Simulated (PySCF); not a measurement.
Species: C3H6OS.
Structure used (GFN2-xTB), in Å, numbered top down from 1:
```xyz
11
C3H6OS angstrom
C     -1.6569    0.4321   -0.0679
O     -0.3151    0.1774   -0.4003
C      0.4713   -0.1779    0.7058
C      1.8777   -0.3908    0.2782
S      3.0710   -0.8261    1.2705
H     -2.1309   -0.4505    0.3783
H     -2.1617    0.6855   -0.9972
H     -1.7412    1.2709    0.6336
H      0.4387    0.6098    1.4801
H      0.0883   -1.0986    1.1811
H      2.0642   -0.2291   -0.7786
```

Vertical excitations from PySCF (density fitting, frozen core in the response, grid level 2 and gas phase unless stated; continuum runs use non-equilibrium linear response for the excitations) on a GFN2-xTB geometry. Reference run:

| settings | S1, eV (f) | S2, eV (f) | S3, eV (f) | S4, eV (f) | S5, eV (f) | S6, eV (f) | T1, eV (Tamm–Dancoff) | mean α (au) |
| --- | --- | --- | --- | --- | --- | --- | --- | --- |
| PBE0/6-311G**, damping 0.3 at the start, DIIS from the seventh cycle, TDA, 1 singlet | 2.54 (0.000) | – | – | – | – | – | 2.00 | 54.1 |

Question: What do these settings give: PBE0/def2-SVPD, TDA, 25 singlets?

Answer: 
```json
{"settings": "PBE0/def2-SVPD, TDA, 25 singlets", "S1, eV (f)": "2.47 (0.000)", "S2, eV (f)": "4.47 (0.018)", "S3, eV (f)": "6.19 (0.001)", "S4, eV (f)": "6.27 (0.034)", "S5, eV (f)": "6.48 (0.320)", "S6, eV (f)": "6.70 (0.057)", "T1, eV (Tamm–Dancoff)": "–", "mean α (au)": "64.8"}
```

S1 moves by -0.07 eV. States are counted by energy in each run and needn't keep their character from row to row.

All basis functions are spherical, in the Pople sets too.

Question: Give the leading configurations of S1 (H = HOMO, L = LUMO) and the HOMO–LUMO gap of each run.

Answer: 
| settings | S1 configurations (weight) | S1 (eV) | orbital gap (eV) | S1 − gap (eV) |
| --- | --- | --- | --- | --- |
| PBE0/6-311G**, damping 0.3 at the start, DIIS from the seventh cycle, TDA, 1 singlet | H→L 1.00 | 2.54 | 4.35 | -1.81 |
| PBE0/def2-SVPD, TDA, 25 singlets | H→L 1.00 | 2.47 | 4.28 | -1.81 |

One conformer stands for the species.
